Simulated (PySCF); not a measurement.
Gas-phase reaction: 2 Cl + i-Si4H10 = 2 SiH2Cl + Si2H6

Method: PySCF energies plus ideal-gas RRHO corrections (1 bar). † marks an energy on the PBE0/def2-TZVP geometry and frequencies; other levels use their own. 6-31G* has spherical d functions here. Open shells (unrestricted): Cl (multiplicity 2), SiH2Cl (multiplicity 2); the rest are closed-shell singlets. Spin-orbit splitting is ignored; it lowers the true energy and changes the entropy of Cl. B3LYP is the form with VWN-RPA correlation. SiH2Cl: computed as isolated molecules; such fragments, hydroxides, amides, oligomers or adducts are transient or little studied in the gas.

ωB97M-V/def2-TZVP† gives ΔH°(298 K) = -266 kJ.

### Question
What do B3LYP/6-31G*, PBE/def2-SVP, PBE0/def2-SVP† give?

### Answer
B3LYP/6-31G*: -241 kJ; PBE/def2-SVP: -265 kJ; PBE0/def2-SVP†: -245 kJ. For scale, ΔH°(298 K) is -266 kJ at this level, -251 kJ at ωB97X-V/def2-TZVP†, and runs from -315 to -182 kJ over the 17 levels computed.
